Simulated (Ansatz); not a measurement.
System: C₂H₂F, charge 0, doublet. C2H2F (SMILES C=[C]F, doublet).
B3LYP-D3(BJ)/def2-TZVP minimum from Ansatz (an electronic-structure program):
```
C
C 1 1.3099
F 2 1.3111 1 130.21
H 1 1.0791 2 120.12 3 180.00
H 1 1.0866 4 119.16 2 -180.00
```
Charge 0, spin multiplicity 2.

Total energies in aug-cc-pVDZ, 17 correlated electrons, 3 frozen orbitals. Open shells are spin-unrestricted; no spin-orbit coupling. Cores are frozen in correlated methods. No relativity. The UHF reference of C2H2F (C=[C]F, doublet) is spin-contaminated (<S^2> up to 0.18 over the pure value in the sets run).

| method | program | energy (Eh) | minus CCSDT(Q) (mEh) |
|---|---|---|---|
| HF | Ansatz | -176.26144 | 485.90 |
| MP2 | Ansatz | -176.69665 | 50.69 |
| CCSD | Ansatz | -176.72909 | 18.25 |
| CCSD(T) | Ansatz | -176.74479 | 2.55 |
| CCSDT(Q) | Ansatz | -176.74734 | 0.00 |

Rough core times of Ansatz's runs on a shared machine: CCSD(T) under 20 s, CCSDT(Q) 30 min.
